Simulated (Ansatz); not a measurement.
Process, species as SMILES: Cl[C]Cl (closed-shell singlet) + 3 [H][H] (H2) → C (CH4) + 2 Cl (HCl)
B3LYP-D3(BJ)/def2-TZVP geometries, fixed; electronic energies without zero-point terms.

Basis-set convergence of the energy of full hydrogenation at PBE with Ansatz (an electronic-structure program). All functions are spherical. The program fits the integrals of some runs and decomposes those of others, by size. No added dispersion term, no relativity. Functions are those of the species that has most. Reference: the value in pcseg-4, -124.66 kcal/mol, itself unsure by roughly 0.07 kcal/mol (its mean distance from aug-pcseg-3, aug-cc-pV(Q+d)Z, cc-pV(5+d)Z). Deviations are taken from unrounded values.

| basis | functions | energy of full hydrogenation (kcal/mol) | minus reference (kcal/mol) |
|---|---|---|---|
| pcseg-0 | 35 | -141.46 | -16.80 |
| pcseg-1 | 50 | -129.43 | -4.78 |
| aug-pcseg-1 | 77 | -127.71 | -3.05 |
| pcseg-2 | 98 | -125.58 | -0.92 |
| aug-pcseg-2 | 146 | -125.40 | -0.74 |
| pcseg-3 | 192 | -124.81 | -0.15 |
| aug-pcseg-3 | 281 | -124.72 | -0.06 |
| pcseg-4 | 345 | -124.66 | 0.00 |

The smallest set listed that lies within 4 kcal/mol of the reference with all its larger relatives (same family, alike in diffuse functions; a set with none counts only in the reference's own line) is aug-pcseg-1 (77 functions, -3.05 kcal/mol off).
